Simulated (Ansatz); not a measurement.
Born–Oppenheimer molecular dynamics of AlClH4 (6 atoms, charge 0, multiplicity 1). It starts at the highest image of a converged band, a first-order saddle point between two minima.

The calculation used RKS B3LYP/def2-SVP (Ansatz 0.2.0).

* ensemble: NVE (velocity Verlet)
* time step: 0.5 fs
* steps asked: 200
* starting velocities drawn for: 100 K
* seed: 5502

First frame:

```xyz
6
Properties=species:S:1:pos:R:3
Al 0.018 -0.378 -0.144
Cl 0.013 -0.012 2.393
H 1.409 0.162 -0.655
H -1.402 0.087 -0.650
H 0.061 -1.894 0.511
H 0.045 -1.231 1.711
```

(1) How far do the bonds stretch over the last three quarters of this one trajectory? (Pairs bonded in most of those frames.)

Results:

(1) 
```
   bond  mean (Å)  spread (Å)  shortest  longest
Al1–Cl2     2.675       0.122      2.53     2.91
 Al1–H3     1.585       0.029      1.54     1.63
 Al1–H4     1.587       0.014      1.56     1.61
 Al1–H5     1.608       0.020      1.58     1.66
 Cl2–H6     1.313       0.032      1.26     1.38
```

Mean temperature of the second half: 194 K. The conserved energy stayed within 0.063 meV per atom of its start (net change 0.023 meV per atom), so the integration is sound. The system heated up, since it started high on the potential surface and ran downhill. A run of 0.1 ps of so small a system gives no equilibrium averages. The orbitals stay closed-shell, which can raise the energy where a bond breaks towards radicals; this wasn't checked here.

Time of the run: 4.1 min on 1 thread of Arm Neoverse V1, with other jobs on the host, peak memory 0.1 GiB.
